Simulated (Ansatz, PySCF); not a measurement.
Process, species as SMILES: F[Si](F)(Br)Br [dibromo(difluoro)silane] + 4 [H][H] (H2) → 2 Br (HBr) + 2 F (HF) + [SiH4] (SiH4)

Wanted: energy of full hydrogenation (enthalpy at 298 K), in kcal/mol. Set-up: non-relativistic; no spin-orbit coupling; six Cartesian d functions in 6-31G* and its kin unless marked 5d; frozen cores in correlated levels (noble-gas shells and the d and f shells of earlier blocks); dispersion terms only where a functional's name holds one; LANL2DZ with its own core potentials from Na on. First-principles rows: single points at B3LYP-D3(BJ) geometries (Ansatz, a first-principles code), with unscaled harmonic terms from B3LYP/6-31G* (LANL2DZ past Ar) (Ansatz) at its own minima.

```csv
level,program,energy of full hydrogenation (enthalpy at 298 K) (kcal/mol)
HF/STO-3G,Ansatz,77.2
HF/3-21G,Ansatz,90.7
PBE/STO-3G,Ansatz,115.4
PBE/6-31G* with LANL2DZ past Ar,Ansatz,118.1
B3LYP/3-21G,Ansatz,110.2
B3LYP/6-31G*,Ansatz,112.4
B3LYP/6-31G**,Ansatz,103.4
B3LYP/6-31G* with LANL2DZ past Ar,Ansatz,115.6
PBE0/6-31G*,Ansatz,107.2
M06-2X/6-31G* with LANL2DZ past Ar (5d),PySCF,122.4
MP2/LANL2DZ,Ansatz,46.5
B2PLYP-D3(BJ)/def2-TZVPD,Ansatz + dftd3,97.4
```

No value to compare with is used here. The 11 habitual levels span 46.5 (MP2/LANL2DZ) to 122.4 kcal/mol (M06-2X/6-31G* with LANL2DZ past Ar (5d)); B2PLYP-D3(BJ)/def2-TZVPD gives 97.4.

The levels are drawn from those run, B3LYP/6-31G* more often than the rest, none by its result; left out are runs that failed, that the program found above a lower state of the same kind, or whose <S^2> lies over 0.5 above the pure value.
